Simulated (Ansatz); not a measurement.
# CN (doublet): the correlation ladder at distance N1–C2 = 0.948 Å, 6-31G

How much of the correlation energy of CN (doublet) does each wave-function method recover here?

Method: 6-31G, core rule «outside noble gas», up to 2 orbitals frozen; program: Ansatz 0.2.0, Gaussian basis.

The runs, in order: UHF; CCSD(T) on ROHF; CCSD(T) on UHF; BCCD(T) on ROHF; CISD; CCSDT(Q) on ROHF; CCSDT(Q) on UHF; CISDTQ; CCSDTQ on ROHF; CCSDTQ on UHF; CASSCF and MRCISD+Q, 3 electrons in 3 orbitals; CASSCF and NEVPT2, 3 electrons in 3 orbitals; CASSCF and MRCISD+Q, 9 electrons in 8 orbitals; CASSCF and NEVPT2, 9 electrons in 8 orbitals; Full CI.

27 further runs of the same task are left out: 7 for a known fault of the program, 17 that didn't finish, 3 set aside as unsound or not needed.

**1. The geometry**

The geometry derives from a PBE0/def2-TZVP stationary point (not a proven minimum). One bond is set to the value named and the two fragments are kept rigid.

2 atoms, charge 0, spin multiplicity 2.

Atoms are counted from 1 here; the program's logs count them from 0.

Bond lengths: N1–C2 0.948 Å.

**2. UHF**

Contents of in.yaml:

```yaml
crystal:
  periodic: [false, false, false]
  atoms:
    - {symbol: N, position_ang: [0.000000, 0.000000, 0.000000]}
    - {symbol: C, position_ang: [0.000000, 0.000000, 0.948000]}
basis:
  gaussian: {orbitals: 6-31G}
magnetization: {spin_polarized: true, initial_magnetization: 1}
hamiltonian: {xc: hf}
output: {orbitals: {seedname: orbitals}}
```

Launch:

```bash
$ ansatz run in.yaml --threads 1 --pin off --events-out ev --progress --plain --max-ram 2393MiB
```

The runs that follow: CCSD(T) on ROHF; CCSD(T) on UHF; BCCD(T) on ROHF; CISD; CCSDT(Q) on ROHF; CCSDT(Q) on UHF; CISDTQ; CCSDTQ on ROHF; CCSDTQ on UHF; CASSCF and MRCISD+Q, 3 electrons in 3 orbitals; CASSCF and NEVPT2, 3 electrons in 3 orbitals; CASSCF and MRCISD+Q, 9 electrons in 8 orbitals; CASSCF and NEVPT2, 9 electrons in 8 orbitals; Full CI.

Q: Predict the results of all the runs planned. Wanted: FCI below the RHF energy; RMP2 from FCI; UMP2 from FCI; RCCSD from FCI; RCCSD(T) from FCI; UCCSD(T) from FCI; RCCSDT(Q) from FCI; UCCSDT(Q) from FCI; NEVPT2 pair from FCI.

The runs gave:

| quantity | value |
| --- | --- |
| FCI below the RHF energy | -4.6978 eV |
| RMP2 from FCI | +482.0 meV |
| UMP2 from FCI | +518.6 meV |
| RCCSD from FCI | +131.6 meV |
| RCCSD(T) from FCI | +32.2 meV |
| UCCSD(T) from FCI | +35.0 meV |
| RCCSDT(Q) from FCI | +0.1 meV |
| UCCSDT(Q) from FCI | -1.6 meV |
| NEVPT2 pair from FCI | +388.1 meV |
| MRCISD+Q pair from FCI | +59.6 meV |
| NEVPT2 valence from FCI | +421.4 meV |
| levels within 1 kcal/mol (43 meV) | RCCSD(T), UCCSD(T), BCCD(T), RCCSDT, UCCSDT, CISDTQ, RCCSDT(Q), UCCSDT(Q), RCCSDTQ, UCCSDTQ, MRCISD+Q valence |
| T1 diagnostic | 0.043 |
| effectively unpaired electrons | 1.05 |

In words: RCCSD(T) misses by +32.2 meV, 0.7 % of the correlation energy. The occupations are near whole numbers, but T1 = 0.043 shows that the orbitals relax strongly. Of the multireference levels listed MRCISD+Q valence comes nearest in total energy (+17.7 meV), which doesn't show that its space is the better one. These misses are within one basis, not against nature; the frozen cores of restricted and unrestricted runs differ, which can shift their rows.
